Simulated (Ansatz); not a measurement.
# C₂H₄N− (SMILES CC=[N-]): single points off equilibrium

A test off equilibrium: a structure displaced at random from a GFN2-xTB minimum is computed at several levels, and each is set against CCSD(T).

Method: single points in def2-TZVPPD; program: Ansatz 0.2.0, Gaussian basis.

Cores are frozen in the correlated methods.

### Step 1. Starting geometry

SMILES `CC=[N-]`, 7 atoms, charge -1, spin multiplicity 1.

Atoms are counted from 1 here; the program's logs count them from 0.

Bond lengths: C1–H4 1.075 Å, C1–H5 1.242 Å, C1–H6 1.063 Å, C2–N3 1.252 Å, C2–H7 1.030 Å. Angles: H4–C1–H5 104.5°, H4–C1–H6 109.5°, H5–C1–H6 117.7°, N3–C2–H7 136.3°.

Coordinates:

| atom | x (Å) | y (Å) | z (Å) |
| --- | --- | --- | --- |
| C1 | -0.62240 | 0.33550 | -0.18540 |
| C2 | 0.82830 | -0.54360 | 0.29680 |
| N3 | 1.00810 | -0.86290 | 1.49370 |
| H4 | -1.22290 | -0.16770 | -0.92220 |
| H5 | -0.15680 | 1.32070 | -0.78220 |
| H6 | -1.20560 | 0.51560 | 0.68510 |
| H7 | 1.30930 | -0.71130 | -0.59850 |

### Step 2. CCSD(T)/def2-TZVPPD

The input, run/in.yaml:

```yaml
crystal:
  periodic: [false, false, false]
  atoms:
    - {symbol: C, position_ang: [-0.622400, 0.335500, -0.185400]}
    - {symbol: C, position_ang: [0.828300, -0.543600, 0.296800]}
    - {symbol: N, position_ang: [1.008100, -0.862900, 1.493700]}
    - {symbol: H, position_ang: [-1.222900, -0.167700, -0.922200]}
    - {symbol: H, position_ang: [-0.156800, 1.320700, -0.782200]}
    - {symbol: H, position_ang: [-1.205600, 0.515600, 0.685100]}
    - {symbol: H, position_ang: [1.309300, -0.711300, -0.598500]}
basis:
  gaussian: {orbitals: "def2-TZVPPD.json"}
total_charge: -1
correlation: {method: ccsd_t}
output: {forces: true}
```

The basis file named in the input lies beside it (Basis Set Exchange, JSON).

The command line of these runs was not kept.

### Step 3. PBE0-D4/def2-TZVPPD

Changes to run/in.yaml since step 2:

```diff
@@ -13,3 +13,3 @@
 total_charge: -1
-correlation: {method: ccsd_t}
-output: {forces: true}
+hamiltonian: {xc: pbe0, dispersion: d4}
+output: {forces: true, orbitals: {seedname: orbitals}}
```

### Step 4. wB97M-V/def2-TZVPPD

Changes to run/in.yaml since step 3:

```diff
@@ -13,3 +13,3 @@
 total_charge: -1
-hamiltonian: {xc: pbe0, dispersion: d4}
-output: {forces: true, orbitals: {seedname: orbitals}}
+hamiltonian: {xc: {name: wB97M-V}}
+output: {forces: true}
```

### Step 5. r2SCAN-D4/def2-TZVPPD

Changes to run/in.yaml since step 4:

```diff
@@ -13,3 +13,3 @@
 total_charge: -1
-hamiltonian: {xc: {name: wB97M-V}}
+hamiltonian: {xc: r2scan, dispersion: d4}
 output: {forces: true}
```

### Step 6. PBE-D4/def2-TZVPPD

Changes to run/in.yaml since step 5:

```diff
@@ -13,3 +13,3 @@
 total_charge: -1
-hamiltonian: {xc: r2scan, dispersion: d4}
+hamiltonian: {xc: pbe, dispersion: d4}
 output: {forces: true}
```

### Step 7. HSE06-D4/def2-TZVPPD

Changes to run/in.yaml since step 6:

```diff
@@ -13,3 +13,3 @@
 total_charge: -1
-hamiltonian: {xc: pbe, dispersion: d4}
+hamiltonian: {xc: hse06, dispersion: d4}
 output: {forces: true}
```

### Step 8. revPBE-D4/def2-TZVPPD

Changes to run/in.yaml since step 7:

```diff
@@ -13,3 +13,3 @@
 total_charge: -1
-hamiltonian: {xc: hse06, dispersion: d4}
+hamiltonian: {xc: {name: revPBE}, dispersion: d4}
 output: {forces: true}
```

(Steps that only read results are left out.)

Q: Predict the outcome of this session. Wanted: RMS force component; RMS force error; HOMO and LUMO, PBE0-D4; T1 diagnostic.

**Answer**, as computed:

| quantity | value |
| --- | --- |
| RMS force component | 1.782 to 1.957 eV/Å over the methods |
| RMS force error | PBE0-D4 0.353, wB97M-V 0.323, r2SCAN-D4 0.291, PBE-D4 0.170, HSE06-D4 0.348, revPBE-D4 0.145 eV/Å |
| HOMO and LUMO, PBE0-D4 | 1.12 and 4.35 eV |
| T1 diagnostic | 0.023 |

**Reading.** For forces revPBE-D4 does best and PBE0-D4 worst. Frozen-core CCSD(T) forces in triple zeta carry basis errors of their own, and this is one geometry, so small gaps rank nothing.
